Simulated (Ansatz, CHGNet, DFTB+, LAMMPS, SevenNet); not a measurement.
bcc W, elastic constant C11

Reference value: 533 GPa (measured, 0 K, extrapolated to 0 K; zero-point effects included; as tabulated in Wang et al. (2022), arXiv:2209.12322).

```tsv
level (code)	value (GPa)	cell (Å³/atom)	difference (%)
Morse jacobson2022 (LAMMPS)	331	15.77	-38
GFN1-xTB as cut by DFTB+	433	17.16	-18.8
CHGNet-r²SCAN	297	15.94	-44
SevenNet-l3i5	459	16.22	-13.9
SNAP W_2940_2017_2.snap (LAMMPS)	518	16.09	-2.8
LDA (Ansatz)	569	15.41	+6.8
PBE (Ansatz)	515	16.13	-3.4
PBEsol (Ansatz)	550	15.69	+3.2
r²SCAN (Ansatz)	552	15.91	+3.6
HSE06 (Ansatz)	575	15.82	+7.9
```

Leaving aside Morse jacobson2022 (doubt noted below): Once the reference is moved by up to 5.0 % (a margin picked here for doubts on the reference and the settings, and for temperature and zero-point motion) and values within 1.7 % count as equal, the nearest can be SNAP W_2940_2017_2.snap (-2.8 %), PBEsol (+3.2 %), PBE (-3.4 %), r²SCAN (+3.6 %), LDA (+6.8 %) or HSE06 (+7.9 %). Among them CHGNet-r²SCAN (-44 %) misses by most.

The reference isn't brought to a static lattice, while the calculations are for one, so the differences are not the levels' errors alone.  Density-functional levels without +SOC have no spin–orbit coupling. Morse jacobson2022: pair potentials favour close packing, so symmetry can be all that holds this lattice. GFN1-xTB as cut by DFTB+: the method was fitted mainly to molecules. GFN1-xTB as cut by DFTB+: codes differ in how they cut the long-range tail of xTB's charge interaction in a crystal, so the value belongs to this code. LDA, PBE, PBEsol, r²SCAN, HSE06: shear constants of such metals converge slowly with the k mesh. HSE06: hybrids on metals are sensitive to the k mesh. HSE06: the run warned that the count of filled bands differs between k points. Each level is taken at its own relaxed cell. Cutoffs and k meshes differ between the levels. Ansatz's density-functional and Hartree–Fock values are scalar-relativistic unless marked +SOC, with PAW data made under PBE.

Empirical potentials (Morse jacobson2022) are fitted to chosen data: where that held the value shown, agreement is built in, and what lay outside the fit can be far off. Machine-learned potentials (CHGNet-r²SCAN, SNAP W_2940_2017_2.snap, SevenNet-l3i5) are trained on DFT data: a solid inside that data is no test of them.

Differences are worked out from the printed values.

Ansatz is a quantum-chemistry and plane-wave program.
